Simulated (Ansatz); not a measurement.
Which is lower?

Two relaxed structures of C2H4N (charge -1), closed shell (PBE0-D4/def2-TZVPD; forces vanish, vibrations not checked).

A:

C1  (-0.531, 0.337, -0.175)
C2  (0.706, -0.454, 0.290)
N3  (1.018, -0.756, 1.442)
H4  (-1.139, -0.264, -0.870)
H5  (-0.230, 1.245, -0.722)
H6  (-1.139, 0.618, 0.692)
H7  (1.316, -0.727, -0.656)
(Å)

B:

C1  (-0.719, 0.139, 0.079)
C2  (0.729, -0.136, 0.341)
N3  (0.202, 1.280, 0.056)
H4  (-1.200, -0.113, -0.877)
H5  (0.326, 1.524, -0.930)
H6  (-1.437, 0.135, 0.905)
H7  (1.150, -0.541, -0.604)
(Å)

Computed with Ansatz 0.2.0 (basis: def2-TZVPPD); correlated methods freeze the cores. B3LYP uses VWN-RPA correlation.

Problem. Which structure is lower at CCSD(T), and by how much? (Judge from chemistry; the value comes from the calculation.)

Solution. The calculation gives: A, by 1.811 eV (electronic energy, against the other). By their contacts, A is C₂H₄N ([CH3][CH][N]), total charge -1 and B is C₂H₄N ([CH]1[CH2][NH]1), total charge -1.

All methods give the same order:

```csv
method,E(B) − E(A) (eV)
PBE-D4,1.831
r2SCAN-D4,1.823
PBE0-D4,1.720
B3LYP-D4,1.967
wB97M-V,1.747
HF,1.972
MP2,1.732
CCSD,1.794
CCSD(T),1.811
```

The T1 diagnostic stays at or below 0.025.

Labels in which every atom is bracketed show which atoms are joined, not bond orders.

For scale, one of the runs: CCSD(T)/def2-TZVPPD, 179 basis functions, launched by `ansatz run in.yaml --threads 2 --pin off --events-out ev --progress --plain --max-ram 4352MiB`. The run took 45 s on 2 CPU threads of an Arm Neoverse V1 (shared host), with 1.8 GiB of host memory at its peak.
